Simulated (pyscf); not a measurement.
This saddle point was located with ωB97X-D3(BJ)/def2-SVP in PySCF.

```xyz
7

Ge    -1.0741     0.0083    -0.2023
Cl     0.1232     1.0989     1.7762
H      0.0204    -1.0057    -0.5049
H     -1.9545     0.3713    -1.4056
H     -2.0457    -0.4196     0.9059
Cl     0.2395     2.0455    -1.0143
H      0.4813     1.8717     0.4959
```

Surface: singlet, charge 0. Lowest wavenumbers (cm⁻¹): 690i, 112, 234, 363, 448.

Task: Name the species on either side of this saddle.

Result: Cl–GeH₃ (SMILES [Cl][GeH3]) + HCl (SMILES Cl) <-> Cl–GeH₃ (SMILES [Cl][GeH3]) + HCl (SMILES Cl), a four-centre exchange read from left to right: Cl–Ge, Cl–H broken and Cl–Ge, Cl–H formed. At CCSD(T)/def2-TZVPP + ΔMP2(QZVPP) it lies +34.5 kcal/mol from the left side and +34.5 kcal/mol from the right (each side as separated species at their lowest minima found). This is the saddle that the search found; another between the same sides may lie lower. The CCSD(T) − MP2 part came from Ansatz, without density fitting, on the same reference. The frozen core leaves the outer d or s,p core shells of the metals and heavy elements correlated in the MP2 and CC values, and def2-TZVPP describes them poorly, which can shift differences by a few kcal/mol. Elements up to Kr have no core potential and no relativistic terms here.
